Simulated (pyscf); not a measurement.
Single points on ωB97X-D3(BJ)/def2-SVP structures (PySCF, gas phase).

Problem. Estimate the classical barrier height and the reaction energy of H₃Si–GeH₂–SiH₃ (SMILES [SiH3][GeH2][SiH3]) → SiH₄ (SMILES [SiH4]) + H₃Si–GeH: (SMILES [SiH3][GeH]) [singlet] at ωB97M-D3(BJ)/def2-TZVP. The step runs on the singlet surface, breaks Ge–Si, Ge–H and forms H–Si; take the reactant's lowest minimum found as zero.

Solution. ΔE‡ = 148.9 kJ/mol, ΔE = +173.3 kJ/mol. Zero-point energy shifts the barrier by -4.8 kJ/mol. It is a 1,1-elimination, with an imaginary mode of 278i cm⁻¹. On the product side the descent ends in an adduct with a Ge–Si, Ge–H contact, 50.2 kJ/mol under the separated species and 7.0 kJ/mol under the saddle at ωB97X-D3(BJ)/def2-TZVP. At ωB97M-D3(BJ) the saddle lies under the separated products, which points to a path from their complex (located at ωB97X-D3(BJ) alone), and parting the products costs more than the saddle. What is counted as broken (Ge–Si, Ge–H) persists as a longer contact in the product adduct; parting that adduct is a step of its own. At ωB97X-D3(BJ) the barrier from the zero used here is 163.8 kJ/mol. This is the saddle that the search found; another between the same sides may lie lower. Elements up to Kr have no core potential and no relativistic terms here.
